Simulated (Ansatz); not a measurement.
Molecule: CHCl2, charge 0, multiplicity 2. It need not be the lowest isomer of its formula. 
Coordinates optimised at B3LYP-D3(BJ)/def2-TZVP (Ansatz, a quantum-chemistry and plane-wave program):
SMILES: Cl[CH]Cl
```xyz
4

C      0.1584    -0.0036     0.6688
Cl    -0.0688     1.4728    -0.1507
Cl    -0.0358    -1.4714    -0.1744
H      0.8276    -0.0029     1.5147
```
Charge 0, spin multiplicity 2.

Dipole moments at this geometry, in debye (magnitudes).

```json
[
 {"level": "revPBE/def2-TZVPD", "program": "Ansatz", "dipole (D)": "0.85"},
 {"level": "B97M-V/def2-TZVPD", "program": "Ansatz", "dipole (D)": "…"},
 {"level": "r2SCANh/def2-TZVPD", "program": "Ansatz", "dipole (D)": "0.96"},
 {"level": "r2SCAN0/def2-TZVPD", "program": "Ansatz", "dipole (D)": "0.99"},
 {"level": "wB97M-V/def2-TZVPD", "program": "Ansatz", "dipole (D)": "0.91"},
 {"level": "CCSD(T)/aug-cc-pV(D+d)Z", "program": "Ansatz", "dipole (D)": "…"}
]
```

Q: Fill in the missing entries.

A: 
- B97M-V/def2-TZVPD, dipole (D): 0.91
- CCSD(T)/aug-cc-pV(D+d)Z, dipole (D): 0.92
